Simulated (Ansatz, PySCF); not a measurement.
System: NH2, charge 0, multiplicity 2. SMILES: [NH2]
Coordinates optimised at B3LYP-D3(BJ)/def2-TZVP (Ansatz, a first-principles code):
```
N
H 1 1.0284
H 1 1.0284 2 103.25
```
Charge 0, spin multiplicity 2.

B3LYP/6-31G* beside other levels, property by property. Terms: 6-31G* and kin with 6d, 5d where marked; non-relativistic; atomisation electronic, to ground-state atoms; no spin-orbit coupling; each state is the SCF solution reached for its charge and spin; open shells spin-unrestricted; no dispersion term unless named; valence correlation only. CBS(X,Y): correlation extrapolated as X^-3; Hartree-Fock from the larger set (for Q and 5 zeta extrapolated as (X+1)exp(-9√X)). Ab initio and DFT rows: single points at B3LYP-D3(BJ) geometries (Ansatz), with unscaled harmonic terms from B3LYP/6-31G* at its own minima, enthalpies of formation by atomisation with measured atoms. Anions need diffuse functions, which STO-3G, LANL2DZ, def2-SVP, cc-pVDZ and Pople sets without + lack.

Measured values: G2/97 table in ASE (Curtiss et al.), the entry of H2N doubted and unchecked; they hold spin-orbit and core effects, anharmonicity. Coupled cluster (Ansatz) is a level with limits of its own, used here on species with T1 under 0.025 (0.045 for open shells) and stable references: (a) CCSD(T)/CBS(aug-cc-pVTZ,aug-cc-pVQZ); (b) CCSD(T)/CBS(cc-pVQZ,cc-pV5Z).

```tsv
property	B3LYP/6-31G* (Ansatz)	PBE0/def2-TZVPD (Ansatz)	M06-2X/def2-TZVPD (PySCF)	wB97X-V/def2-TZVPD (Ansatz)	to compare with
vertical ionisation energy to the triplet (eV)	12.04	12.02	11.96	12.16	12.08 coupled cluster (a)
enthalpy of formation at 298 K (kcal/mol)	46.6	44.8	46.8	43.2	45.1 measured
vertical electron affinity to the singlet (eV)	-0.90	0.37	0.52	0.45	0.74 coupled cluster (a)
atomisation energy (kcal/mol)	180.4	182.2	180.2	183.8	182.2 coupled cluster (b)
```

As the rows show:
- vertical ionisation energy to the triplet: B3LYP/6-31G* lies 0.04 eV below coupled cluster.
- enthalpy of formation at 298 K: B3LYP/6-31G* lies 1.5 kcal/mol above the measured value.
- vertical electron affinity to the singlet: B3LYP/6-31G* lies 1.64 eV below coupled cluster.
- atomisation energy: B3LYP/6-31G* lies 1.8 kcal/mol below coupled cluster.

The properties are those with a value to compare with, at most eight drawn at random. No case is left out for the size of its miss. Left out are saddle points of the reference geometry, anions that the best level run finds unbound, excited spin states, species near biochemistry, cases with under five habitual levels, runs that failed or whose electronic state is in doubt, and table entries that another table contradicts.
